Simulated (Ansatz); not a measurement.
Input for Ansatz (development build ahead of 0.2.0):

```yaml
crystal:
  periodic: [false, false, false]
  atoms:
    - { symbol: O, position_ang: [0.0, 0.0, -3.81] }
    - { symbol: B, position_ang: [0.0, 0.0, 0.0] }
    - { symbol: O, position_ang: [0.0, 0.0, 3.81] }
basis:
  gaussian: { orbitals: def2-SVP }
magnetization:
  spin_polarized: true
  initial_magnetization: 1
hamiltonian:
  xc: pbe0
output:
  forces: true
```

The input is written out in the form of the current development build from the run's settings.

Output:

| Item | Value |
| --- | --- |
| Converged | yes |
| Total energy | -174.44296 hartree |
| Spin squared of the determinant | 2.693 |
| Stability test | minimum |

Forces (eV/Å):
```
atom     Fx      Fy      Fz
  O1  0.000  -0.007   0.180
  B2  0.000   0.014  -0.172
  O3  0.000  -0.007  -0.009
```

Caution: charge can spread falsely over distant fragments; the unrestricted determinant is a mixture of spin states; the determinant breaks the point group.
